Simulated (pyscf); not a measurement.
H₃Si–SeH (SMILES [SiH3][SeH]) -> H₂Si=Se (SMILES [SiH2]=[Se]) + H₂ (SMILES [H][H]), an elimination (singlet surface; H–Se, H–Si broken, H–H formed). PySCF, gas phase, ωB97X-D3(BJ)/def2-SVP geometries. Energies in kJ/mol from the reactant's lowest minimum found.

Small-basis levels: PySCF, no dispersion term, spherical d functions. 

### Question
In single points HF/STO-3G puts the saddle at 530.7 kJ/mol and the reaction energy at +256.6 kJ/mol. Should these be trusted to within a few kcal/mol? Compare with ωB97M-D3(BJ)/def2-TZVP.

### Answer
ωB97M-D3(BJ)/def2-TZVP gives ΔE‡ = 213.3 kJ/mol and ΔE = +123.5 kJ/mol. HF/STO-3G lies 317.4 kJ/mol over it in the barrier and 133.0 kJ/mol over it in the reaction energy, so on this step it does not hold to within 12.6 kJ/mol. ωB97M-D3(BJ)/def2-TZVP has limits of its own. At the saddle there is also a short H–Si contact that neither side keeps. One saddle was located; it need not be the lowest between these sides. In the def2 sets elements up to Kr have no core potential.
